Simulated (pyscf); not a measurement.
Single points on ωB97X-D3(BJ)/def2-SVP structures (PySCF, gas phase). MP2 and CC: frozen core, UHF for open shells. ΔMP2 is the change of the MP2 total energy from the triple- to the quadruple-zeta basis.

**Question.** How much does it cost (ΔH, 298 K, CCSD(T)/def2-TZVPP + ΔMP2(QZVPP)) to split O=Sn(OH)–Cl at its Cl–Sn bond into [O=Sn–OH]• + Cl•?

**Answer.** Cl–Sn to [O=Sn–OH]• + Cl•: 72.8 kcal/mol. The radicals are drawn with the spin at the cut bond; how far it spreads was not checked. Other isomers of [O=Sn–OH]• were not searched in full and may lie lower. The CCSD(T) − MP2 part came from Ansatz, without density fitting, on the same reference. The frozen core leaves the outer d or s,p core shells of the metals and heavy elements correlated in the MP2 and CC values, and def2-TZVPP describes them poorly, which can shift differences by a few kcal/mol. Left out: the spin-orbit lowering of Cl. Elements past Kr carry the def2 core potentials, without spin-orbit coupling.
